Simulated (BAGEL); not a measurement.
# singlet SiH2OF+ at 6 levels

We compute a comparison of 6 runs (HF/6-31G*, HF/def2-TZVP, B3LYP/6-31G*, B3LYP/def2-TZVP, PBE0/def2-TZVP, RI-MP2/def2-TZVP) of singlet SiH2OF+. 

The results are computed with BAGEL 1.2.2.

3 further runs of the same task are left out: 2 that didn't finish, 1 set aside as unsound or not needed.

**1. The system as given**

SiH2OF+: 5 atoms, total charge +1, spin state singlet. SMILES of the parent species: `O[SiH]F`. The shape is that of a PBE0-D4/def2-TZVP optimisation. This is one conformer, not always the lowest. That shape belongs to the parent species and isn't relaxed for this state.

Bond lengths: O1–Si2 1.636 Å, Si2–F3 1.603 Å, O1–H4 0.959 Å, Si2–H5 1.490 Å. Angles: O1–Si2–F3 110.5°, O1–Si2–H5 105.3°, F3–Si2–H5 107.6°, Si2–O1–H4 119.2°.

**2. A single-point energy at HF/6-31G(d) (density fitting with qzvpp-jkfit, spherical functions) (run 1)**

input.json reads:

```json
{ "bagel": [

{
  "title": "molecule",
  "basis": "6-31gs.json",
  "df_basis": "qzvpp-jkfit",
  "angstrom": true,
  "geometry": [
    { "atom": "O", "xyz": [      -0.615200,      -0.884600,      -0.276300 ] },
    { "atom": "Si", "xyz": [       0.283900,       0.245700,       0.493100 ] },
    { "atom": "F", "xyz": [       0.207000,       1.646500,      -0.283100 ] },
    { "atom": "H", "xyz": [      -1.564500,      -0.765100,      -0.338000 ] },
    { "atom": "H", "xyz": [       1.688800,      -0.242600,       0.404400 ] }
  ]
},

{ "title": "hf", "charge": 1 },

{ "title": "print", "file": "orbitals.molden", "orbitals": true }

]}
```

The basis set 6-31G* is read from a file made from the Basis Set Exchange's data (not shown).

The run is started by

```sh
$ BAGEL_NUM_THREADS=1 BAGEL input.json > input.out
```

The log of the run:

```text
* using 1 threads per process

  ===============================================================
  ===============================================================

  *** Geometry ***

  { "atom" : "O", "xyz" : [     -1.162560,     -1.671652,     -0.522131 ] },
  { "atom" : "Si", "xyz" : [      0.536493,      0.464306,      0.931824 ] },
  { "atom" : "F", "xyz" : [      0.391173,      3.111434,     -0.534981 ] },
  { "atom" : "H", "xyz" : [     -2.956477,     -1.445829,     -0.638727 ] },
  { "atom" : "H", "xyz" : [      3.191369,     -0.458448,      0.764205 ] },

  Number of auxiliary basis functions:      318

  Since a DF basis is specified, we compute 2- and 3-index integrals:
    o Being stored without compression. Storage requirement is 0.006 GB

  Number of basis functions:       50
  Number of electrons      :       33

    * METHOD: MOLECULE                             0.10

  *** RHF ***

  === Nuclear Repulsion ===
   110.1367669093

      * DIIS with orbital gradients will be used.

  === RHF iteration (6-31gs.json) ===
      0       -463.85465206          0.03658141           0.02
      1       -463.99179389          0.02659848           0.02
      2       -464.10953141          0.00187784           0.02
      3       -464.11053479          0.00067009           0.02
      4       -464.11064324          0.00024696           0.01
      5       -464.11066538          0.00007127           0.01
      6       -464.11066871          0.00002132           0.02
      7       -464.11066904          0.00000589           0.02
      8       -464.11066907          0.00000241           0.02
      9       -464.11066907          0.00000095           0.02
     10       -464.11066907          0.00000044           0.02
     11       -464.11066907          0.00000016           0.01
     12       -464.11066907          0.00000007           0.01
     13       -464.11066907          0.00000003           0.02
     14       -464.11066907          0.00000001           0.02
     15       -464.11066907          0.00000000           0.02
    * SCF iteration converged.

    * Permanent dipole moment:
           (    0.239405,     0.371473,    -1.628510) a.u.

    * METHOD: HF                                   0.34

    * METHOD: PRINT                                0.01

  ===============================================================
```

It took 0.72 s on 1 thread of Intel Xeon Platinum 8488C (Sapphire Rapids), shared host.

**3. A single-point energy at HF/def2-TZVP (density fitting with qzvpp-jkfit) (run 2)**

Changes to input.json since step 2:

```diff
@@ -4,3 +4,3 @@
   "title": "molecule",
-  "basis": "6-31gs.json",
+  "basis": "def2-tzvp.json",
   "df_basis": "qzvpp-jkfit",
@@ -16,5 +16,12 @@
 
-{ "title": "hf", "charge": 1 },
+{
+  "title": "hf",
+  "charge": 1
+},
 
-{ "title": "print", "file": "orbitals.molden", "orbitals": true }
+{
+  "title": "print",
+  "file": "orbitals.molden",
+  "orbitals": true
+}
```

The basis set def2-TZVP is read from a file made from the Basis Set Exchange's data (not shown).

The run is started by

```sh
$ BAGEL_NUM_THREADS=1 BAGEL input.json > input.out
```

The log of the run:

```text
* using 1 threads per process

  ===============================================================
  ===============================================================

  *** Geometry ***

  { "atom" : "O", "xyz" : [     -1.162560,     -1.671652,     -0.522131 ] },
  { "atom" : "Si", "xyz" : [      0.536493,      0.464306,      0.931824 ] },
  { "atom" : "F", "xyz" : [      0.391173,      3.111434,     -0.534981 ] },
  { "atom" : "H", "xyz" : [     -2.956477,     -1.445829,     -0.638727 ] },
  { "atom" : "H", "xyz" : [      3.191369,     -0.458448,      0.764205 ] },

  Number of auxiliary basis functions:      318

  Since a DF basis is specified, we compute 2- and 3-index integrals:
    o Being stored without compression. Storage requirement is 0.031 GB

  Number of basis functions:      111
  Number of electrons      :       33

    * METHOD: MOLECULE                             0.15

  *** RHF ***

  === Nuclear Repulsion ===
   110.1367669093

      * DIIS with orbital gradients will be used.

  === RHF iteration (def2-tzvp.json) ===
      0       -463.91456498          0.02836900           0.05
      1       -464.06144553          0.02224970           0.05
      2       -464.23592443          0.00152885           0.05
      3       -464.23749572          0.00055598           0.04
      4       -464.23764970          0.00019549           0.05
      5       -464.23768057          0.00005063           0.04
      6       -464.23768407          0.00001667           0.05
      7       -464.23768445          0.00000527           0.04
      8       -464.23768450          0.00000190           0.05
      9       -464.23768450          0.00000063           0.04
     10       -464.23768450          0.00000036           0.05
     11       -464.23768450          0.00000013           0.05
     12       -464.23768450          0.00000004           0.05
     13       -464.23768450          0.00000002           0.05
     14       -464.23768450          0.00000001           0.04
    * SCF iteration converged.

    * Permanent dipole moment:
           (    0.201153,     0.404642,    -1.566077) a.u.

    * METHOD: HF                                   0.85

    * METHOD: PRINT                                0.03

  ===============================================================
```

Run time: 1.3 s. Hardware: 1 thread of Intel Xeon Platinum 8488C (Sapphire Rapids), shared host; peak memory 0.099 GiB.

Runs 3 to 4 aren't shown in full; the table further down has their settings and results.

**4. A single-point energy at PBE0/def2-TZVP (density fitting with qzvpp-jkfit) (run 5)**

Changes to input.json since step 3:

```diff
@@ -6,3 +6,3 @@
   "df_basis": "qzvpp-jkfit",
-  "angstrom": true,
+  "angstrom": "true",
   "geometry": [
@@ -17,3 +17,4 @@
 {
-  "title": "hf",
+  "title": "ks",
+  "xc_func": "pbe0",
   "charge": 1
@@ -24,3 +25,3 @@
   "file": "orbitals.molden",
-  "orbitals": true
+  "orbitals": "true"
 }
```

The basis set def2-TZVP is read from a file made from the Basis Set Exchange's data (not shown).

The run is started by

```sh
$ BAGEL_NUM_THREADS=1 BAGEL input.json > input.out
```

The log of the run:

```text
* using 1 threads per process

  ===============================================================
  ===============================================================

  *** Geometry ***

  { "atom" : "O", "xyz" : [     -1.162560,     -1.671652,     -0.522131 ] },
  { "atom" : "Si", "xyz" : [      0.536493,      0.464306,      0.931824 ] },
  { "atom" : "F", "xyz" : [      0.391173,      3.111434,     -0.534981 ] },
  { "atom" : "H", "xyz" : [     -2.956477,     -1.445829,     -0.638727 ] },
  { "atom" : "H", "xyz" : [      3.191369,     -0.458448,      0.764205 ] },

  Number of auxiliary basis functions:      318

  Since a DF basis is specified, we compute 2- and 3-index integrals:
    o Being stored without compression. Storage requirement is 0.031 GB

  Number of basis functions:      111
  Number of electrons      :       33

    * METHOD: MOLECULE                             0.17

  *** Kohn-Sham DFT ***

    * Removing 7466 points whose weight is below 1.00e-10
    * Grid points: 67064

  === Nuclear Repulsion ===
   110.1367669093

       - DIIS with orbital gradients will be used.

  === KS iteration (pbe0 / def2-tzvp.json) ===
      0       -402.27871986          0.17852629           0.30
      1       -310.47099664          0.23824370           0.30
      2       -404.09533085          0.16601111           0.30
      3       -462.42941496          0.08557030           0.29
      4       -464.82554562          0.03310234           0.29
      5       -464.85570357          0.03324837           0.30
      6       -465.13892468          0.01861057           0.31
      7       -465.17186337          0.01790446           0.33
      8       -465.28205081          0.00117730           0.32
      9       -465.28255408          0.00021062           0.32
     10       -465.28256798          0.00005949           0.29
     11       -465.28256915          0.00001200           0.27
     12       -465.28256922          0.00000444           0.27
     13       -465.28256922          0.00000382           0.27
     14       -465.28256923          0.00000087           0.26
     15       -465.28256923          0.00000013           0.27
     16       -465.28256923          0.00000004           0.27
     17       -465.28256923          0.00000001           0.29
     18       -465.28256923          0.00000001           0.30
    * SCF iteration converged.

    * Permanent dipole moment:
           (    0.189129,     0.449716,    -1.278114) a.u.

    * METHOD: KS                                   5.94

    * METHOD: PRINT                                0.03

  ===============================================================
```

It took 6.6 s on 1 thread of Intel Xeon Platinum 8488C (Sapphire Rapids), shared host; peak memory 0.35 GiB.

**5. The energy at RI-MP2/def2-TZVP (density fitting with qzvpp-jkfit) (run 6)**

job.json reads:

```json
{ "bagel": [

{
  "title": "molecule",
  "basis": "def2-tzvp.json",
  "df_basis": "qzvpp-jkfit",
  "angstrom": true,
  "geometry": [
    { "atom": "O", "xyz": [   -0.615200,   -0.884600,   -0.276300 ] },
    { "atom": "Si", "xyz": [    0.283900,    0.245700,    0.493100 ] },
    { "atom": "F", "xyz": [    0.207000,    1.646500,   -0.283100 ] },
    { "atom": "H", "xyz": [   -1.564500,   -0.765100,   -0.338000 ] },
    { "atom": "H", "xyz": [    1.688800,   -0.242600,    0.404400 ] }
  ]
},
{ "title": "hf", "charge": 1 },
{ "title": "mp2", "charge": 1, "ncore": 7 }

]}
```

The basis set def2-TZVP is read from a file made from the Basis Set Exchange's data (not shown).

The run is started by

```sh
$ BAGEL_NUM_THREADS=1 BAGEL job.json > job.out
```

The log of the run:

```text
* using 1 threads per process

  ===============================================================
  ===============================================================

  *** Geometry ***

  { "atom" : "O", "xyz" : [     -1.162560,     -1.671652,     -0.522131 ] },
  { "atom" : "Si", "xyz" : [      0.536493,      0.464306,      0.931824 ] },
  { "atom" : "F", "xyz" : [      0.391173,      3.111434,     -0.534981 ] },
  { "atom" : "H", "xyz" : [     -2.956477,     -1.445829,     -0.638727 ] },
  { "atom" : "H", "xyz" : [      3.191369,     -0.458448,      0.764205 ] },

  Number of auxiliary basis functions:      318

  Since a DF basis is specified, we compute 2- and 3-index integrals:
    o Being stored without compression. Storage requirement is 0.031 GB

  Number of basis functions:      111
  Number of electrons      :       33

    * METHOD: MOLECULE                             0.16

  *** RHF ***

  === Nuclear Repulsion ===
   110.1367669093

      * DIIS with orbital gradients will be used.

  === RHF iteration (def2-tzvp.json) ===
      0       -463.91456498          0.02836900           0.05
      1       -464.06144553          0.02224970           0.05
      2       -464.23592443          0.00152885           0.04
      3       -464.23749572          0.00055598           0.04
      4       -464.23764970          0.00019549           0.04
      5       -464.23768057          0.00005063           0.04
      6       -464.23768407          0.00001667           0.04
      7       -464.23768445          0.00000527           0.04
      8       -464.23768450          0.00000190           0.05
      9       -464.23768450          0.00000063           0.04
     10       -464.23768450          0.00000036           0.05
     11       -464.23768450          0.00000013           0.04
     12       -464.23768450          0.00000004           0.05
     13       -464.23768450          0.00000002           0.04
     14       -464.23768450          0.00000001           0.05
    * SCF iteration converged.

    * Permanent dipole moment:
           (    0.201153,     0.404642,    -1.566077) a.u.

    * METHOD: HF                                   0.83

  *** RHF ***

  === Nuclear Repulsion ===
   110.1367669093

      * DIIS with orbital gradients will be used.

  === RHF iteration (def2-tzvp.json) ===
      0       -464.23768450          0.00000000           0.05
    * SCF iteration converged.

    * Permanent dipole moment:
           (    0.201153,     0.404641,    -1.566077) a.u.

  === DF-MP2 calculation ===

    * freezing 7 orbitals
    * 3-index integral transformation done
    * assembly done

      MP2 correlation energy:   -0.5896977157      0.03

      MP2 total energy:       -464.8273822198

    * METHOD: MP2                                  0.13

  ===============================================================
```

It took 1.4 s on 1 thread of Intel Xeon Platinum 8488C (Sapphire Rapids), shared host; peak memory 0.099 GiB.

**6. The series**

| run | level | frozen core orbitals | energy (Eh) | HOMO energy (eV) | LUMO energy (eV) | HOMO–LUMO gap (eV) | wall time |
| --- | --- | --- | --- | --- | --- | --- | --- |
| 1 | HF/6-31G* (density fitting with qzvpp-jkfit, spherical functions) | – | -464.110669 | -21.43 | -7.96 | 13.47 | 0.72 s |
| 2 | HF/def2-TZVP (density fitting with qzvpp-jkfit) | – | -464.237685 | -21.49 | -7.99 | 13.49 | 1.3 s |
| 3 | B3LYP/6-31G* (density fitting with qzvpp-jkfit, spherical functions) | – | -465.473135 | -16.74 | -11.45 | 5.29 | 2.6 s |
| 4 | B3LYP/def2-TZVP (density fitting with qzvpp-jkfit) | – | -465.605096 | -16.92 | -11.56 | 5.37 | 6.6 s |
| 5 | PBE0/def2-TZVP (density fitting with qzvpp-jkfit) | – | -465.282569 | -17.20 | -11.26 | 5.94 | 6.6 s |
| 6 | RI-MP2/def2-TZVP (density fitting with qzvpp-jkfit) | 7 | -464.827382 | – | – | – | 1.4 s |

**7. Results**

| quantity | value |
| --- | --- |
| run 6: total energy | -464.82738 Eh |
| run 6: correlation energy (7 core orbitals frozen) | -589.7 mEh |

**Reading.** Over runs 1, 2, 3, 4, 5 the HOMO–LUMO gap runs from 5.29 eV (B3LYP/6-31G*) to 13.49 eV (HF/def2-TZVP). The two ends differ in method and basis. Totals of different functionals can't be ranked against each other. All runs together took 19 s, the longest 6.6 s.
